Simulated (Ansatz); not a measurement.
Ansatz (a first-principles code) input (B3LYP-D3(BJ)/def2-TZVP):

Ansatz 0.2 input:
```yaml
crystal:
  periodic: [false, false, false]
  atoms:
    - {symbol: P, position_ang: [-0.00000000, -0.00000000, -0.98809696]}
    - {symbol: P, position_ang: [0.00000000, 0.00000000, 0.98809696]}
basis:
  gaussian:
    orbitals: def2-TZVP
hamiltonian:
  xc: b3lyp
  dispersion: d3bj
total_charge: 1
magnetization: {spin_polarized: true, initial_magnetization: 1}
phonons: {temperatures: {t_min: 298.15, t_max: 298.15, t_step: 100}}
```

Output:

```
Functional definition: B3LYP
integrals: 0.01 GiB planned
564 factors; their error is unknown
mean field: 0.22 GiB planned
mean field evaluation 1: about -18566.7065 eV, gradient 1.6e1 eV
mean field evaluation 2: about -18567.3659 eV, gradient 1.2e1 eV
mean field evaluation 4: about -18568.1304 eV, gradient 1.8e-1 eV
mean field evaluation 8: about -18568.1437 eV, gradient 1.2e-3 eV
mean field evaluation 16: about -18568.0132 eV, gradient 3.9e0 eV
mean field -18568.14371895 eV, -682.3666957316 hartree, gradient 1.0e-5 eV, S^2 0.752877; 3 other end points of the search recorded, 0 dependent functions left out
the calculation of the forces begins
reference -18568.14389367 eV, -682.3667021524 hartree; 15, 14 occupied and 59, 60 virtual orbitals, 564 factors
these checks for a lower state are left out or cut short: stability, starts, cluster_reference, orbital_swaps, neighbouring_geometries, increment
integrals: 0.01 GiB planned
564 factors; their error is unknown
mean field: 0.22 GiB planned
mean field evaluation 32: about -18568.1305 eV, gradient 5.8e-2 eV
mean field -18568.14371896 eV, -682.3666957318 hartree, gradient 4.6e-7 eV, S^2 0.752877; 0 other end points of the search recorded, 0 dependent functions left out
the calculation of the forces begins
reference -18568.14389367 eV, -682.3667021526 hartree; 15, 14 occupied and 59, 60 virtual orbitals, 564 factors
these checks for a lower state are left out or cut short: stability, starts, cluster_reference, orbital_swaps, neighbouring_geometries, increment
integrals: 0.01 GiB planned
564 factors; their error is unknown
mean field: 0.22 GiB planned
mean field -18568.14371896 eV, -682.3666957318 hartree, gradient 4.6e-7 eV, S^2 0.752877; 0 other end points of the search recorded, 0 dependent functions left out
the calculation of the forces begins
reference -18568.14389367 eV, -682.3667021526 hartree; 15, 14 occupied and 59, 60 virtual orbitals, 564 factors
these checks for a lower state are left out or cut short: stability, starts, cluster_reference, orbital_swaps, neighbouring_geometries, increment
integrals: 0.01 GiB planned
564 factors; their error is unknown
mean field: 0.22 GiB planned
mean field -18568.14371896 eV, -682.3666957318 hartree, gradient 6.8e-7 eV, S^2 0.752877; 0 other end points of the search recorded, 0 dependent functions left out
the calculation of the forces begins
reference -18568.14389367 eV, -682.3667021526 hartree; 15, 14 occupied and 59, 60 virtual orbitals, 564 factors
these checks for a lower state are left out or cut short: stability, starts, cluster_reference, orbital_swaps, neighbouring_geometries, increment
integrals: 0.01 GiB planned
564 factors; their error is unknown
mean field: 0.22 GiB planned
mean field -18568.14371896 eV, -682.3666957318 hartree, gradient 6.7e-7 eV, S^2 0.752877; 0 other end points of the search recorded, 0 dependent functions left out
the calculation of the forces begins
reference -18568.14389367 eV, -682.3667021526 hartree; 15, 14 occupied and 59, 60 virtual orbitals, 564 factors
these checks for a lower state are left out or cut short: stability, starts, cluster_reference, orbital_swaps, neighbouring_geometries, increment
integrals: 0.01 GiB planned
564 factors; their error is unknown
mean field: 0.22 GiB planned
mean field evaluation 64: about -18568.1436 eV, gradient 2.1e-6 eV
mean field -18568.14362418 eV, -682.3666922489 hartree, gradient 2.1e-6 eV, S^2 0.752878; 0 other end points of the search recorded, 0 dependent functions left out
the calculation of the forces begins
reference -18568.14379890 eV, -682.3666986696 hartree; 15, 14 occupied and 59, 60 virtual orbitals, 564 factors
these checks for a lower state are left out or cut short: stability, starts, cluster_reference, orbital_swaps, neighbouring_geometries, increment
integrals: 0.01 GiB planned
564 factors; their error is unknown
mean field: 0.22 GiB planned
mean field -18568.14363775 eV, -682.3666927474 hartree, gradient 2.3e-6 eV, S^2 0.752877; 0 other end points of the search recorded, 0 dependent functions left out
the calculation of the forces begins
reference -18568.14381247 eV, -682.3666991683 hartree; 15, 14 occupied and 59, 60 virtual orbitals, 564 factors
Total energy: -18568.23477340 eV, -682.3700419210 hartree
Atom 0 at    -0.000000    -0.000000    -0.988097 Å, force     0.000000    -0.000000    -0.000041 eV/Å
Atom 1 at     0.000000     0.000000     0.988097 Å, force     0.000000     0.000000     0.000041 eV/Å
Dipole moment:     0.000000    -0.000000     0.000000 e Å
Vibrations: 703.22 cm⁻¹, zero-point energy 0.043594 eV
```
